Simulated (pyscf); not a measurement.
Optimised with ωB97X-D3(BJ)/def2-SVP in PySCF. Correlated levels are frozen-core, on RHF or UHF. ΔMP2 is the change of the MP2 total energy from the triple- to the quadruple-zeta basis.

H₂Se + Cl–GaH₂ → H₂Ga–SeH + hydrogen chloride (HCl)
Surface: singlet. Broken: H–Se, Cl–Ga. Formed: Ga–Se, Cl–H. Give ΔE‡ and ΔE from CCSD(T)/def2-TZVPP + ΔMP2(QZVPP), relative to the separated reactants.

ΔE‡ = 9.4 kJ/mol, ΔE = +10.6 kJ/mol. Zero-point energy shifts the barrier by +0.8 kJ/mol. It is a four-centre exchange, with an imaginary mode of 700i cm⁻¹. On the reactant side the descent ends in an adduct with a Ga–Se contact, 67.1 kJ/mol under the separated species and 61.7 kJ/mol under the saddle at ωB97X-D3(BJ)/def2-TZVP. On the product side the descent ends in a complex, 31.5 kJ/mol under the separated species and 16.9 kJ/mol under the saddle at ωB97X-D3(BJ)/def2-TZVP. At CCSD(T) the saddle lies under the separated products, which points to a path from their complex (located at ωB97X-D3(BJ) alone), and parting the products costs more than the saddle. What is counted as formed (Ga–Se) is already present as a longer contact in the reactant adduct; forming that adduct is a step of its own. At ωB97X-D3(BJ)/def2-TZVP the barrier from the zero used here is -5.3 kJ/mol. One saddle was located; it need not be the lowest between these sides. The CCSD(T) − MP2 part came from Ansatz, without density fitting, on the same reference. The frozen core leaves the outer d or s,p core shells of the metals and heavy elements correlated in the MP2 and CC values, and def2-TZVPP describes them poorly, which can shift differences by a few kcal/mol. Elements up to Kr have no core potential and no relativistic terms here.
